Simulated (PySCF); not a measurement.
Species: nitrosomethane, CH3NO.
Geometry (PBE/def2-TZVP, Å), atoms numbered from 1 in this order:
```xyz
6
CH3NO angstrom
C     -0.4277    0.0751    0.1331
N      0.9056   -0.5691    0.2565
O      1.8257    0.1460   -0.0759
H     -0.8853    0.0408    1.1349
H     -1.0349   -0.5778   -0.5139
H     -0.3597    1.1009   -0.2562
```

Theory: PBE/def2-TZVP geometry optimisation, gas phase in PySCF 2.14.0.

Masses are those of the commonest isotopes; rigid-rotor values at the optimised geometry. 

Question: What are A, B and C (cm⁻¹)?

Answer: Ia = 8.28, Ib = 44.48, Ic = 49.61 u·Å²; 505379 MHz·u·Å²/I gives 61060, 11362 and 10188 MHz, that is A = 2.03675, B = 0.37900, C = 0.33982 cm⁻¹.

Question: Classify the top.

Answer: A near-prolate asymmetric top. Ray's parameter κ = (2B − A − C)/(A − C) = -0.954; −1 is the prolate and +1 the oblate limit.

Question: Is it planar, by Δ = Ic − Ia − Ib?

Answer: Not planar: Δ = Ic − Ia − Ib = -3.15 u·Å². For a rigid frame Δ = −2 Σ m c², so Σ m c² = 1.57 u·Å² lies off the ab plane, practically all of it from hydrogen. The atom farthest from that plane is 0.89 Å away.

Question: Give the other two planar moments, Paa and Pbb, and the rms extents of the mass along the axes.

Answer: Paa = Σ m a² = (Ib + Ic − Ia)/2 = 42.90 and Pbb = Σ m b² = (Ia + Ic − Ib)/2 = 6.70 u·Å². With the mass M = 45.02 u, the rms extents √(P/M) along a, b and c are 0.98, 0.39, 0.19 Å.

Question: Where do the levels up to J = 3 lie, in cm⁻¹?

Answer: Above 0(0,0):
J = 1: 1(0,1) 0.7188, 1(1,1) 2.3766, 1(1,0) 2.4157
J = 2: 2(0,2) 2.1558, 2(1,2) 3.7750, 2(1,1) 3.8926, 2(2,1) 8.8658, 2(2,0) 8.8665
J = 3: 3(0,3) 4.3095, 3(1,3) 5.8723, 3(1,2) 6.1074, 3(2,2) 11.0223, 3(2,1) 11.0257, 3(3,1) 19.4094, 3(3,0) 19.4094
Those of J = 1 are B + C, A + C and A + B.

Question: Which types of transition are allowed, and where do some lines up to J = 3 fall?

Answer: The dipole components are |μa| = 2.33 D, |μb| = 0.48 D, |μc| = 0.00 D; the mirror of this Cs structure is the ab plane, so μc vanishes by symmetry and there are no c-type lines. The squared components, which scale the intensities, stand as 1.00 : 0.04 (a : b). Some lines, for components of 0.1 D or more:

```
type  branch         J(Ka,Kc)     MHz  lower level (cm⁻¹)
   a       Q  2(1,1) ← 2(1,2)    3524               3.775
   a       Q  3(1,2) ← 3(1,3)    7048               5.872
   b       R  3(0,3) ← 2(1,2)   16023               3.775
   a       R  2(1,2) ← 1(1,1)   41925               2.377
   a       R  2(0,2) ← 1(0,1)   43079               0.719
   a       R  2(1,1) ← 1(1,0)   44274               2.416
   b       Q  1(1,0) ← 1(0,1)   50873               0.719
   b       Q  3(1,2) ← 3(0,3)   53899               4.310
   a       R  3(1,3) ← 2(1,2)   62874               3.775
   a       R  3(0,3) ← 2(0,2)   64567               2.156
   a       R  3(2,2) ← 2(2,1)   64649               8.866
   a       R  3(2,1) ← 2(2,0)   64731               8.866
   a       R  3(1,2) ← 2(1,1)   66398               3.893
   b       R  1(1,1) ← 0(0,0)   71248               0.000
   b       R  2(1,2) ← 1(0,1)   91623               0.719
   b       R  3(1,3) ← 2(0,2)  111418               2.156
   b       Q  2(2,0) ← 2(1,1)  149114               3.893
   b       Q  3(2,2) ← 3(1,3)  154393               5.872
   b       R  2(2,0) ← 1(1,1)  194563               2.377
   b       R  3(2,2) ← 2(1,1)  213743               3.893
   b       R  3(2,1) ← 2(1,2)  217370               3.775
   b       Q  3(3,0) ← 3(2,1)  251336              11.026
   b       Q  3(3,1) ← 3(2,2)  251439              11.022
   b       R  3(3,0) ← 2(2,1)  316088               8.866
```

PBE/def2-TZVP frequencies: not computed here. Zero-point vibration and centrifugal distortion are left out. A rigid rotor knows nothing of internal rotation, which can split or shift real lines. Quadrupole hyperfine structure (14N) is left out.

Hardware: one thread of an Intel Xeon Platinum 8488C, shared host with 192 logical CPUs at a one-minute load of 19. Cost: 11 s of wall time, 0.41 GiB resident at most. This is the geometry optimisation.
